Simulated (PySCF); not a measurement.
**CClO2−, an ion with solvent molecules: interaction energy**

The task here is to estimate one member of a computed series from the others.

Computed with PySCF 2.14.0; each step states its level. No surroundings beyond the atoms listed, unless a continuum is named. Atoms count from 0, parts from 1.

## Starting point

4 atoms, charge -1, multiplicity 1; geometry: GFN2-xTB. Parts: 1 = atom 0, `[Cl-]`, charge -1; 2 = atoms 1–3, `O=C=O`, charge 0.

The first run:

The job: settings as JSON, then the geometry in Å.

```
{"job": {"xc": "PBE0", "basis": "def2-SVPD", "d3": "d3bj", "grid": 2, "kind": "geom"}, "charge": -1, "multiplicity": 1, "parts": [{"atoms": "0-0", "charge": -1, "multiplicity": 1}, {"atoms": "1-3", "charge": 0, "multiplicity": 1}]}
Cl    -0.122273     0.034533    -0.198098
O     -1.033742     1.928009    -1.901215
C     -1.146270     0.755415    -1.916820
O     -1.577334    -0.192849    -2.467098
```

The run is started by

```bash
$ OMP_NUM_THREADS=1 python cluster_run.py task.json out
```

The driver reads the jobs from task.json and runs them one after another.

Steps of the session up to this table: Relaxing the molecule at PBE0-D3(BJ)/def2-SVPD; Coupled-cluster interaction energy: CCSD(T) and MP2.

One of the session's tables, all rows but one given; the rest of the session is left out.

It belongs to the step «Coupled-cluster interaction energy: CCSD(T) and MP2». 

| method | interaction energy (kcal/mol) |
| --- | --- |
| HF/aug-cc-pVDZ | -7.95 |
| MP2/aug-cc-pVDZ | -8.64 |
| CCSD/aug-cc-pVDZ | -8.47 |
| CCSD(T)/aug-cc-pVDZ | ? |
| HF/aug-cc-pVTZ | -8.27 |
| MP2/aug-cc-pVTZ | -10.13 |
| SCS-MP2/aug-cc-pVTZ | -9.08 |
| MP2, extrapolated | -10.63 |
| CCSD(T), limit estimate | -10.67 |

**Question.** Estimate the row for CCSD(T)/aug-cc-pVDZ.

**Answer.** interaction energy (kcal/mol): -8.68. In the column «interaction energy (kcal/mol)» it lies between SCS-MP2/aug-cc-pVTZ (-9.08) and MP2/aug-cc-pVDZ (-8.64).

To keep in mind: The interaction energy leaves out the deformation of the parts, 3.75 kcal/mol (MP2); added to the CCSD(T) estimate it gives a binding of about -6.92 kcal/mol.
